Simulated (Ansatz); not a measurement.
Bi (model structure, started from the omega type, P6/mmm, No. 191, 3 atoms in the cell)

Method: PBEsol in Ansatz (plane waves, PAW).

Run with plane-wave cutoff 500 eV, 18×18×22 k mesh (along the axes of the cell as run), Fermi–Dirac smearing 0.1 eV, scalar-relativistic PAW data made under PBE.

Cell (relaxed at this level):

```yaml
crystal:
  lattice:
    - [5.61674, 0.00000, 0.00000]
    - [-2.80837, 4.86424, 0.00000]
    - [0.00000, 0.00000, 3.33452]
  atoms:
    - { symbol: Bi, position: [0.00000, 0.00000, 0.00000] }
    - { symbol: Bi, position: [0.33333, 0.66667, 0.50000] }
    - { symbol: Bi, position: [0.66667, 0.33333, 0.50000] }
```

| Quantity | Value |
|---|---|
| band gap | none |

Note: the relaxation could raise the start's symmetry but not lower it, so the cell can be a saddle point.

Spin–orbit coupling is not included; it can shift volumes and moduli of such heavy elements.

Static lattice: no zero-point or thermal effects.

A model structure was made by putting elements into a prototype or built by hand; it is no filed structure, need not be a known phase, and can be a saddle point held by its symmetry.

Ansatz is a quantum-chemistry and plane-wave program.
